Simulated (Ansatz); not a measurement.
H2B–B, triplet: how well a Morse curve fills in a stretch

Starting geometry (PBE0/def2-TZVP stationary point for this spin, which needn't be the lowest; state B1):

```xyz
4

B     0.0000    0.0000    0.6756
B     0.0000    0.0000   -0.9095
H     0.0000    1.0479    1.2540
H     0.0000   -1.0479    1.2540
```

Atom H3 moves along the line of the distance B1-H3, all else staying in place. Energies are in eV from the starting point at each level.

Basis 6-31G; Ansatz 0.2.0. Only valence electrons are correlated (noble-gas cores frozen).

Full CI is exact within this basis and frozen core; it isn't the basis-set limit.

```csv
distance B1-H3 (Å),full CI,PBE0
0.934,1.430,1.361
1.092,0.187,0.164
1.197,0.000,0.000
1.292,0.068,0.089
1.438,?,?
1.679,1.198,1.351
1.907,1.935,2.222
2.197,2.688,3.158
2.611,3.329,3.800
3.272,3.639,4.055
4.168,3.686,4.101
```

A Morse curve E(r) = E0 + De (1 − exp(−a (r − re)))² is laid through the three points about the minimum (1.092, 1.197, 1.292 Å), with E0 + De set to the last point:

| level | re (Å) | a (1/Å) | E0 (eV) | De (eV) | k = 2 De a² (eV/Å²) |
| --- | --- | --- | --- | --- | --- |
| full CI | 1.208 | 1.757 | -0.001 | 3.687 | 22.8 |
| PBE0 | 1.199 | 1.709 | 0.000 | 4.101 | 23.9 |

Task: Use the full-CI fit to predict the withheld energy at 1.438 Å.

Result: exp(−1.757 × (1.438 − 1.208)) = 0.6676; E = -0.001 + 3.687 × (1 − 0.6676)² = 0.406 eV. Full CI in 6-31G gives 0.408 eV, so the Morse form is 0.002 eV too low there (0.0 % of De). PBE0 gives 0.467 eV.

Unrestricted Kohn–Sham rows aren't spin-pure: their determinants' ⟨S²⟩ exceeds S(S+1) by up to 1.01, so they mix in states of higher spin.

Kohn–Sham is unrestricted where that lies lower.

De here is the energy of pulling rigid fragments apart in this basis, without relaxation or zero-point terms. The set has no polarisation functions, so bonds come out too long and too weak, lengths by little and strengths by some 10 % for bonds to hydrogen.

In so small a basis the reference is far from its limit while semilocal and hybrid functionals are nearer theirs, so the functionals' errors here hold much of the reference's basis and frozen-core error, which can add to them or hide them.
